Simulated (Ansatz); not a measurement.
Take a crystal in which Bi has been replaced by P on all its sites, with the cell rescaled by a rough guess (in some cases also distorted within its space group) and nothing relaxed:

```cif
data_structure
_symmetry_space_group_name_H-M 'P 1'
_symmetry_Int_Tables_number 1
_cell_length_a 3.4701
_cell_length_b 3.4701
_cell_length_c 9.5950
_cell_angle_alpha 96.137
_cell_angle_beta 96.137
_cell_angle_gamma 89.136
_cell_volume 114.22
loop_
_atom_site_label
_atom_site_type_symbol
_atom_site_fract_x
_atom_site_fract_y
_atom_site_fract_z
_atom_site_occupancy
P1 P 0.18918 0.18918 0.34271 1
P2 P 0.81083 0.81083 0.65729 1
S1 S 0.73361 0.73361 0.38560 1
S2 S 0.26639 0.26639 0.61440 1
```

Theory: DFT PBEsol, scalar-relativistic, plane waves, PAW (Ansatz).

Cutoff 420 eV; k points 12×12×6 on the computed 4-atom cell (Γ-centred); Gaussian smearing, width 0.10 eV; no spin polarisation.

Q: What pressure does the cell carry?

A: The pressure is -2.7 GPa (positive in compression), so the cell would contract.

Q: Is it a metal on this mesh?

A: Yes, a band crosses the Fermi level.

Q: What is its energy against the elements in their standard states?

A: +0.392 eV/atom at this unrelaxed geometry, with the elements in the same functional.

The cell holds layers, and where no dispersion correction was added their binding is poorly described. Spin polarisation was left out, and a magnetic state may lie lower.